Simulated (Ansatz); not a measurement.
# MgS (quintet): from Hartree-Fock to the top rungs, 6-31G

How much of the correlation energy of MgS (quintet) does each wave-function method recover here?

Method: 6-31G, core rule «outside noble gas», up to 10 orbitals frozen; program: Ansatz 0.2.0, Gaussian basis.

To be run: UHF; CCSD(T) on ROHF; CCSD(T) on UHF; BCCD(T) on ROHF; CISD; CCSDT(Q) on ROHF; CCSDT(Q) on UHF; CISDTQ; CCSDTQ on ROHF; CCSDTQ on UHF; Full CI.

24 further runs of the same task are left out: 8 for a known fault of the program, 2 for a mislabelled method, 7 that didn't finish, 7 set aside as unsound or not needed.

## (1) What is computed

The geometry is a PBE0/def2-TZVP stationary point (not a proven minimum) of the parent state, kept for this charge and spin.

2 atoms, charge 0, spin multiplicity 5.

Atoms are counted from 1 here; the program's logs count them from 0.

Bond lengths: S1–Mg2 2.340 Å.

## (2) UHF

File in.yaml:

```yaml
crystal:
  periodic: [false, false, false]
  atoms:
    - {symbol: S, position_ang: [0.000000, 0.000000, 0.000000]}
    - {symbol: Mg, position_ang: [0.000000, 0.000000, 2.340400]}
basis:
  gaussian: {orbitals: 6-31G}
magnetization: {spin_polarized: true, initial_magnetization: 4}
hamiltonian: {xc: hf}
output: {orbitals: {seedname: orbitals}}
```

Run with:

```bash
$ ansatz run in.yaml --threads 1 --pin off --events-out ev --progress --plain --max-ram 2393MiB
```

The runs that follow: CCSD(T) on ROHF; CCSD(T) on UHF; BCCD(T) on ROHF; CISD; CCSDT(Q) on ROHF; CCSDT(Q) on UHF; CISDTQ; CCSDTQ on ROHF; CCSDTQ on UHF; Full CI.

**Question.** What will the summary of the whole plan be? Wanted: FCI below the RHF energy; RMP2 from FCI; UMP2 from FCI; RCCSD from FCI; RCCSD(T) from FCI; UCCSD(T) from FCI; RCCSDT(Q) from FCI; UCCSDT(Q) from FCI; T1 diagnostic.

**Answer**, as computed:

| quantity | value |
| --- | --- |
| FCI below the RHF energy | -0.8168 eV |
| RMP2 from FCI | +5.00 kcal/mol |
| UMP2 from FCI | +4.83 kcal/mol |
| RCCSD from FCI | +0.33 kcal/mol |
| RCCSD(T) from FCI | +0.08 kcal/mol |
| UCCSD(T) from FCI | +0.06 kcal/mol |
| RCCSDT(Q) from FCI | 0.00 kcal/mol |
| UCCSDT(Q) from FCI | -0.02 kcal/mol |
| levels within 1 kcal/mol (43 meV) | CISD, RCCSD, UCCSD, RCCSD(T), UCCSD(T), BCCD(T), RCCSDT, UCCSDT, CISDTQ, RCCSDT(Q), UCCSDT(Q), RCCSDTQ, UCCSDTQ |
| T1 diagnostic | 0.012 |
| effectively unpaired electrons | 4.00 |

RCCSD(T) lands +0.08 kcal/mol from the yardstick (0.4 % of the correlation energy). One determinant dominates. These misses are within one basis, not against nature; the frozen cores of restricted and unrestricted runs differ, which can shift their rows.
